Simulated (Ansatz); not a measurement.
The input, for Ansatz 0.2.0:

```yaml
crystal:
  periodic: [false, false, false]
  atoms:
    - {symbol: As, position_ang: [0.003316, -0.027901, -0.000197]}
    - {symbol: H, position_ang: [-0.161558, 1.053172, -1.079502]}
    - {symbol: H, position_ang: [-0.084938, 1.020745, 1.094119]}
basis:
  gaussian: {orbitals: def2-SVPD}
total_charge: 1
magnetization: {spin_polarized: true, initial_magnetization: 0}
correlation: {method: ccsdt_q, electrons: outside_noble_gas}
scf: {lower_state_search: off}
output: {forces: true}
```

```sh
$ ansatz run in.yaml --threads 1 --pin off --events-out ev --progress --plain --max-ram 2393MiB
```

The program prints:

```
these checks for a lower state are left out or cut short: starts, cluster_reference, orbital_swaps, neighbouring_geometries, increment
868 factors; integrals over basis functions are off by at most 2.3e-7 eV
mean field evaluation 1: about -60810.0122 eV, gradient 5.6e0 eV
mean field evaluation 2: about -60810.0133 eV, gradient 5.6e0 eV
mean field evaluation 4: about -60810.2405 eV, gradient 6.7e-1 eV
mean field evaluation 8: about -60810.2436 eV, gradient 2.0e-4 eV
mean field evaluation 16: about -60810.2807 eV, gradient 7.4e-2 eV
mean field -60810.28109865 eV, -2234.7366116863 hartree, gradient 1.2e-6 eV, S^2 0.251856; 1 other end points of the search recorded, 0 dependent functions left out
14 core orbitals not correlated: weight in the atoms' cores, before any rotation towards them, 1.000 or more for the frozen orbitals, at most 0.000 for the correlated occupied ones
reference -60810.28109865 eV, -2234.7366116863 hartree; 3, 3 occupied and 37, 37 virtual orbitals, 868 factors
second order -2.36505926 eV of doubles, -0.00000000 eV of singles
cycle   1  -2.84274990 eV  change   -4.8e-1 eV  update   6.4e-2
cycle   2  -3.13621502 eV  change   -2.9e-1 eV  update   3.7e-2
cycle   3  -3.17803464 eV  change   -4.2e-2 eV  update   2.6e-2
cycle   4  -3.23738210 eV  change   -5.9e-2 eV  update   2.1e-2
cycle   5  -3.27909054 eV  change   -4.2e-2 eV  update   1.4e-2
cycle   6  -3.29073295 eV  change   -1.2e-2 eV  update   5.8e-3
cycle   7  -3.29533641 eV  change   -4.6e-3 eV  update   2.4e-3
cycle   8  -3.29400141 eV  change    1.3e-3 eV  update   9.2e-4
cycle   9  -3.29359934 eV  change    4.0e-4 eV  update   3.9e-4
cycle  10  -3.29368046 eV  change   -8.1e-5 eV  update   1.9e-4
cycle  11  -3.29364840 eV  change    3.2e-5 eV  update   8.0e-5
cycle  12  -3.29360938 eV  change    3.9e-5 eV  update   3.4e-5
cycle  13  -3.29356154 eV  change    4.8e-5 eV  update   1.3e-5
cycle  14  -3.29355959 eV  change    1.9e-6 eV  update   5.2e-6
cycle  15  -3.29356376 eV  change   -4.2e-6 eV  update   2.1e-6
cycle  16  -3.29356338 eV  change    3.8e-7 eV  update   6.8e-7
cycle  17  -3.29356249 eV  change    8.9e-7 eV  update   3.9e-7
cycle  18  -3.29356168 eV  change    8.1e-7 eV  update   2.3e-7
cycle  19  -3.29356186 eV  change   -1.8e-7 eV  update   1.4e-7
perturbative correction -0.00292427 eV, -0.0001074651 hartree
the calculation of the forces begins
Total energy: -60813.57758478 eV, -2234.8577553172 hartree
Atom 0 at     0.003316    -0.027901    -0.000197 Å, force    -0.002380    -0.047963    -0.241742 eV/Å
Atom 1 at    -0.161558     1.053172    -1.079502 Å, force     0.012019    -0.092905     0.028524 eV/Å
Atom 2 at    -0.084938     1.020745     1.094119 Å, force    -0.009639     0.140868     0.213218 eV/Å
Dipole moment:    -0.020393     0.172143     0.003205 e Å
Checks for a lower state left out: starts, cluster_reference, orbital_swaps, neighbouring_geometries, increment
```

Forces (eV/Å):
```
As  -0.002 -0.048 -0.242
H    0.012 -0.093  0.029
H   -0.010  0.141  0.213
```

Ran on 1 thread of Arm Neoverse V1, shared host: 65 s wall, 1.1 GiB peak host memory.
